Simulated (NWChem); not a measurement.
# hydrogen chloride (HCl); SMILES Cl

```xyz
2

Cl     0.0000     0.0000     0.0805
H      0.0000     0.0000    -1.2156
```
Atoms are numbered in this order, from 1.

Coordinates come from a PBE-D3(BJ)/def2-SVP optimisation.

 States above −ε(HOMO) = 8.0 eV lie in this functional's continuum and hang on the basis.

Task: List the 6 lowest vertical singlet excitations and the 6 lowest triplet ones from PBE/6-31+G* (spherical d), TDA (NWChem).

Result: 
```csv
state,energy (eV),oscillator strength,leading excitation (squared amplitude)
S1,7.23,0.029,HOMO → LUMO (0.99)
S2,7.23,0.029,HOMO−1 → LUMO (0.99)
S3,9.44,0.164,HOMO → LUMO+1 (0.86)
S4,9.44,0.164,HOMO−1 → LUMO+1 (0.86)
S5,9.68,0.028,HOMO → LUMO+2 (0.87)
S6,9.68,0.028,HOMO−1 → LUMO+2 (0.87)
T1,6.62,spin-forbidden,HOMO → LUMO (1.00)
T2,6.62,spin-forbidden,HOMO−1 → LUMO (1.00)
T3,8.90,spin-forbidden,HOMO → LUMO+1 (0.99)
T4,8.90,spin-forbidden,HOMO−1 → LUMO+1 (0.99)
T5,9.47,spin-forbidden,HOMO−1 → LUMO+4 (0.49)
T6,9.53,spin-forbidden,HOMO → LUMO+2 (1.00)
```
